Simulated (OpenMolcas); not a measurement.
# singlet SiNH4O+ at 6 levels

Wanted: a comparison of 6 runs (HF/3-21G, HF/6-311+G**, BHLYP/6-311+G**, PBE/6-311+G**, TPSS/6-311+G**, MP2/6-311+G**) of singlet SiNH4O+. 

Program for the calculation: OpenMolcas 26.06.

1 further run of the same task is left out (it didn't finish).

## (1) The molecule

SiNH4O+: 7 atoms, total charge +1, spin state singlet. As SMILES of the parent species, `N[SiH]O`. The coordinates come from a PBE0-D4/def2-TZVP relaxation. This is one conformer, not always the lowest. That shape belongs to the parent species and isn't relaxed for this state.

Bond lengths: N1–Si2 1.723 Å, Si2–O3 1.649 Å, N1–H4 1.008 Å, N1–H5 1.009 Å, Si2–H6 1.500 Å, O3–H7 0.961 Å. Angles: N1–Si2–O3 109.4°, N1–Si2–H6 104.3°, O3–Si2–H6 112.7°, Si2–N1–H4 120.5°, Si2–N1–H5 118.7°, Si2–O3–H7 115.8°, H4–N1–H5 110.8°.

## (2) The energy at HF/3-21G (run 1)

job.inp reads:

```
>>> EXPORT MOLCAS_PRINT=2

&GATEWAY
  BASLIB
  $CurrDir
  COORD
  7
  angstrom
  N       -0.694900       0.548300      -0.575200
  Si       0.293100       0.159000       0.781300
  O        1.622900      -0.672400       0.270300
  H       -0.355900       1.168100      -1.294800
  H       -1.685800       0.673200      -0.432900
  H       -0.599100      -0.661900       1.664700
  H        1.480900      -1.282400      -0.459000
  BASIS
  3-21G
  GROUP
  NoSym

&SEWARD

&SCF
  CHARGE
  1
  THRESHOLDS
  1e-10 1e-07 1e-07 1e-05
  PRORBITALS
  1 2
```

The basis set 3-21G is read from a file made from the Basis Set Exchange's data (not shown).

Command:

```sh
$ export MOLCAS_MEM=1860
$ pymolcas job.inp > job.log
```

Output:

```text
--- Start Module: gateway ---
[...]
--- Stop Module: gateway /rc=_RC_ALL_IS_WELL_ ---
--- Start Module: seward ---
[...]
      Basis functions           39
--- Stop Module: seward /rc=_RC_ALL_IS_WELL_ ---
[...]
--- Start Module: scf ---
[...]
       Convergence after  18 Iterations
[...]
::    Total SCF energy                               -418.0608670921
[...]
      Total spin, S                                     0.0000000000
[...]
      Total electronic charge=   32.000000
      Total            charge=    1.000000
[...]
      Dipole Moment (debye):
      Origin of the operator (angstrom)=    0.3751    0.0204    0.2839
                   X= -2.8075E+00               Y=  2.4226E+00               Z=  4.1654E-01           Total=  3.7316E+00
      Center of Charge (angstrom)
[...]
--- Stop Module: scf /rc=_RC_ALL_IS_WELL_ ---
[...]
```

Wall time 4.8 s (1 thread of Intel Xeon at 2.50GHz (Skylake/Cascade Lake), shared host); peak memory 0.38 GiB.

## (3) The energy at HF/6-311+G(d,p) (run 2)

coord.xyz reads:

```xyz
7

N     -0.694900     0.548300    -0.575200
Si     0.293100     0.159000     0.781300
O      1.622900    -0.672400     0.270300
H     -0.355900     1.168100    -1.294800
H     -1.685800     0.673200    -0.432900
H     -0.599100    -0.661900     1.664700
H      1.480900    -1.282400    -0.459000
```

mol.inp reads:

```
&gateway
  baslib=$CurrDir
  coord=coord.xyz
  basis=6-311pGss
  group=NoSym

&seward

&scf
  charge=1
  thresholds=1e-10 1e-07 1e-07 1e-05
  prorbitals=1 1
```

The basis set 6-311+G** is read from a file made from the Basis Set Exchange's data (not shown).

Command:

```sh
$ export MOLCAS_MEM=1860
$ pymolcas mol.inp > mol.log
```

Output:

```text
--- Start Module: gateway ---
[...]
--- Stop Module: gateway /rc=_RC_ALL_IS_WELL_ ---
--- Start Module: seward ---
[...]
      Basis functions           98
--- Stop Module: seward /rc=_RC_ALL_IS_WELL_ ---
[...]
--- Start Module: scf ---
[...]
       Convergence after  19 Iterations
[...]
::    Total SCF energy                               -420.3670793566
[...]
      Total spin, S                                     0.0000000000
[...]
      Total electronic charge=   32.000000
      Total            charge=    1.000000
[...]
      Dipole Moment (debye):
      Origin of the operator (angstrom)=    0.3751    0.0204    0.2839
                   X= -2.4488E+00               Y=  2.0988E+00               Z=  6.2488E-01           Total=  3.2851E+00
      Center of Charge (angstrom)
[...]
--- Stop Module: scf /rc=_RC_ALL_IS_WELL_ ---
[...]
```

It took 26 s on 1 thread of Intel Xeon at 2.50GHz (Skylake/Cascade Lake), shared host; peak memory 0.55 GiB.

Runs 3 to 5 aren't shown in full; the table further down has their settings and results.

## (4) A single-point energy at MP2/6-311+G(d,p) (run 6)

input.xyz reads:

```xyz
7

N     -0.694900     0.548300    -0.575200
Si     0.293100     0.159000     0.781300
O      1.622900    -0.672400     0.270300
H     -0.355900     1.168100    -1.294800
H     -1.685800     0.673200    -0.432900
H     -0.599100    -0.661900     1.664700
H      1.480900    -1.282400    -0.459000
```

run.inp reads:

```
&GATEWAY
 BasLib
 $CurrDir
 Coord
 input.xyz
 Basis
 6-311pGss
 Group
 NoSym

&SEWARD

&SCF
 Charge
 1
 Thresholds
 1e-10 1e-07 1e-07 1e-05
 PrOrbitals
 1

&MBPT2
 Frozen
 7
```

The basis set 6-311+G** is read from a file made from the Basis Set Exchange's data (not shown).

Command:

```sh
$ export MOLCAS_MEM=1860
$ pymolcas run.inp > run.log
```

Output:

```text
--- Start Module: gateway ---
[...]
--- Stop Module: gateway /rc=_RC_ALL_IS_WELL_ ---
[...]
      Basis functions           98
[...]
--- Start Module: scf ---
[...]
       Convergence after  19 Iterations
[...]
::    Total SCF energy                               -420.3670793566
[...]
      Total spin, S                                     0.0000000000
[...]
      Total electronic charge=   32.000000
      Total            charge=    1.000000
[...]
      Dipole Moment (debye):
      Origin of the operator (angstrom)=    0.3751    0.0204    0.2839
                   X= -2.4488E+00               Y=  2.0988E+00               Z=  6.2488E-01           Total=  3.2851E+00
      Center of Charge (angstrom)
[...]
--- Stop Module: scf /rc=_RC_ALL_IS_WELL_ ---
[...]
--- Start Module: mbpt2 ---
[...]
WARNING!
Default frozen orbitals as non valence orbitals is overwritten by user input.
Default values:   4
[...]
       Reference weight ( Cref**2 )         =        0.87066
::    Total MBPT2 energy                             -420.8452203159
[...]
      Total MBPT2 calculations                           0.80      0.93
--- Stop Module: mbpt2 /rc=_RC_ALL_IS_WELL_ ---
[...]
```

Run time: 26 s. Hardware: 1 thread of Intel Xeon at 2.50GHz (Skylake/Cascade Lake), shared host; peak memory 0.55 GiB.

## (5) All runs side by side

```tsv
run	level	integration grid	frozen core orbitals	energy (Eh)	HOMO energy (eV)	LUMO energy (eV)	HOMO–LUMO gap (eV)	wall time
1	HF/3-21G	–	–	-418.060867	-17.88	-6.72	11.17	4.8 s
2	HF/6-311+G**	–	–	-420.367079	-18.09	-6.82	11.26	26 s
3	BHLYP/6-311+G**	UltraFine	–	-421.580775	-16.17	-9.19	6.97	83 s
4	PBE/6-311+G**	UltraFine	–	-421.362954	-13.62	-10.83	2.79	1.7 min
5	TPSS/6-311+G**	UltraFine	–	-421.694192	-13.69	-10.76	2.93	2.3 min
6	MP2/6-311+G**	–	7	-420.845220	-18.09	-6.82	11.26	26 s
```

## (6) What came out

```
                                          quantity          value
                               run 6: total energy  -420.84522 Eh
        run 6: HOMO energy (Hartree–Fock orbitals)      -18.09 eV
        run 6: LUMO energy (Hartree–Fock orbitals)       -6.82 eV
      run 6: HOMO–LUMO gap (Hartree–Fock orbitals)       11.26 eV
run 6: correlation energy (7 core orbitals frozen)     -478.1 mEh
```

In words: Over runs 1, 2, 3, 4, 5 the HOMO–LUMO gap runs from 2.79 eV (PBE/6-311+G**) to 11.26 eV (HF/6-311+G**). Exact exchange widens orbital gaps. Totals of different functionals can't be ranked against each other. All runs together took 6.4 min, the longest 2.3 min.
